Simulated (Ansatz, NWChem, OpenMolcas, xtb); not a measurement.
**Worked example: C2H5F + CH3N → CH3F + C2H5N**

Species: C2H5F `CCF`, singlet; CH3N (methanimine) `C=N`, singlet; CH3F (fluoromethane) `CF`, singlet; C2H5N `[H]/N=C\C`, singlet. The partners trade CH3 for H; both sit on C, so the bond types are kept.

Shapes, held fixed at every level: PBE0-D4/def2-TZVP. Programs: Ansatz 0.2.0, NWChem 7.3.0, OpenMolcas 26.06, xtb 6.7.1. The zero-point and thermal change to 298 K, harmonic and unscaled (PBE0-D4/def2-TZVP), is 0.0 kJ/mol.

At CCSD(T)/CBS estimate; 1 Eh = 2625.50 kJ/mol:

```
species  energy (Eh)
  C2H5F  -178.901408
   CH3N   -94.523603
   CH3F  -139.634611
  C2H5N  -133.793091
```

Work out ΔH(298 K) of the reaction at this level.


1. Products less reactants: (-139.634611) + (-133.793091) − [(-178.901408) + (-94.523603)] = -0.002691 Eh = -7.1 kJ/mol.
2. With the thermal change: -7.1 + (0.0) = -7.1 kJ/mol.

Other levels give -11.8 (SPW92/def2-TZVPP) to -4.5 kJ/mol (HF/def2-SVP). No measured value is set beside it here. The CBS estimate extrapolates MP2 from def2-TZVPP and def2-QZVPP and adds CCSD(T) − MP2 in the triple-zeta set, cores frozen.
